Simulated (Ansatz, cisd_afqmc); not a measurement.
Species: PH3, charge 1, doublet. PH3+ (parent SMILES P, doublet).
B3LYP-D3(BJ)/def2-TZVP minimum from Ansatz (a quantum-chemistry and plane-wave program):
```xyz
4

P      0.0003     0.0005     0.0631
H     -0.0303     1.3480    -0.3258
H      1.1823    -0.6530    -0.3165
H     -1.1569    -0.7025    -0.3040
```
Charge +1, spin multiplicity 2.

Total energies in aug-cc-pV(D+d)Z, 7 correlated electrons, 5 frozen orbitals. Open shells are spin-unrestricted; no spin-orbit coupling. Correlated methods leave the cores frozen. No relativity. The Monte Carlo rows (phaseless AFQMC, CISD trial, step 0.005/hartree) carry one-sigma bars that omit the constraint's bias. Outlying blocks are dropped, and bars are widened where a walk drifts. Over all cases where full CI ran beside it in this data, AFQMC minus full CI had a median of +0.1 mEh and passed +0.4 mEh in a tenth of the cases.

```csv
method,program,energy (Eh),minus CCSDT(Q) (mEh)
HF,Ansatz,-342.16241,138.09
MP2,Ansatz,-342.26918,31.32
CCSD,Ansatz,-342.29668,3.82
CCSD(T),Ansatz,-342.29968,0.81
CCSDT(Q),Ansatz,-342.30050,0.00
AFQMC/CISD,cisd_afqmc,-342.3004 ± 0.0002,0.1 ± 0.2
```

Rough core times of Ansatz's runs on a shared machine: CCSD(T) under 20 s, CCSDT(Q) 50 s.
